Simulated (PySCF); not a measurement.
Nitrogen: a sound run and one with changed settings

Sound run: N [He] 2s2 2p3, N⁺ [He] 2s2 2p2. All numbers are calculated (PySCF 2.14, no relativity, point nucleus, in cc-pVDZ (3s2p1d, 14 functions)). In the sound run the correlated levels freeze 1s2. The sound run starts from symmetry-adapted Hartree-Fock orbitals and uses a fine grid where one is needed.

A second run was set up differently.

```csv
species,method,sound run (hartree),changed run (hartree),converged
N,MP2,-54.46186,-54.40879,yes
N,CCSD(T),-54.47850,-54.41325,yes
N⁺,MP2,-53.93437,-53.88564,yes
N⁺,CCSD(T),-53.95698,-53.88711,yes
```

Ionisation energy of N:

```json
{"method": "UHF", "sound run (eV)": "13.895", "changed run (eV)": "13.895"}
{"method": "MP2", "sound run (eV)": "14.354", "changed run (eV)": "14.236"}
{"method": "SCS-MP2", "sound run (eV)": "14.144", "changed run (eV)": "14.009"}
{"method": "CCSD", "sound run (eV)": "14.195", "changed run (eV)": "14.317"}
{"method": "CCSD(T)", "sound run (eV)": "14.191", "changed run (eV)": "14.317"}
```

(1) What was changed?
A. a valence shell is frozen
B. basis contracted for another Hamiltonian
C. all electrons correlated in a valence basis
D. level shift left on

## Answers

(1) A. Freezing a valence shell removes pair correlation that changes on ionisation.
